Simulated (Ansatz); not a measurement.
Consider a rigid torsion scan of C2H5NS, SMILES C=NCS (the Python package of Ansatz (0.2.0)).

`run_torsion.py`
```python
"""Rigid torsion scan of C2H5NS."""

import ansatz as az
from ase import Atoms

atoms = Atoms(["C", "N", "C", "S", "H", "H", "H", "H", "H"], positions=[
    (-0.106, 1.1723, -0.8949),
    (-0.7532, 0.1434, -0.5209),
    (0.1167, -0.8497, 0.0511),
    (0.5701, -0.6364, 1.8288),
    (0.9338, 1.3815, -0.8265),
    (-0.7395, 2.0478, -1.364),
    (-0.2892, -1.832, -0.0593),
    (1.1424, -0.8799, -0.4804),
    (-0.7865, -0.5932, 2.249),
])

# start the scan from a relaxed geometry
first = (
    az.Crystal.molecule_from_ase(atoms).calculation()
    .basis(gaussian="def2-SVP")
    .functional("pbe0")
    .relax(force_tolerance=0.02, max_steps=80)
)
atoms.positions = first.run().report["positions_ang"]

start = atoms.get_dihedral(1, 2, 3, 8)
energies = {}
for turn in range(0, 360, 40):
    turned = atoms.copy()
    turned.set_dihedral(1, 2, 3, 8, start + turn, indices=[3, 8])
    calculation = (
        az.Crystal.molecule_from_ase(turned).calculation()
        .basis(gaussian="def2-SVP")
        .functional("pbe0")
    )
    energies[round((start + turn) % 360)] = calculation.run().report["free_energy_ev"]
floor = min(energies.values())
print("dihedral N1-C2-S3-H8 (deg)   E - E(min) (eV)")
for angle, e in sorted(energies.items()):
    print(f"{angle:8d} {(e - floor):14.3f}  " + "#" * int(30 * (e - floor) / max(max(energies.values()) - floor, 1e-9)))
```

Where along the turn do the lowest and the highest point lie, and how far apart are they?

The lowest point is at 59° and the highest at 219°, 0.156 eV (15.1 kJ/mol) above it, with the rest of the molecule held.

The output:

```console
$ python run_torsion.py
dihedral N1-C2-S3-H8 (deg)   E - E(min) (eV)
      19          0.073  #############
      59          0.000
      99          0.069  #############
     139          0.148  ############################
     179          0.152  #############################
     219          0.156  ##############################
     259          0.096  ##################
     299          0.055  ##########
     339          0.123  #######################
```

The scan is rigid and the energies are electronic, in a modest basis. With rigid groups the curve can differ much from the relaxed path, the start wasn't checked as a minimum of this torsion, and equivalent turns needn't return to the same energy. Timing: 74 s on 1 thread of Intel(R) Xeon(R) Processor @ 2.30GHz (shared host), peak memory 0.28 GiB.
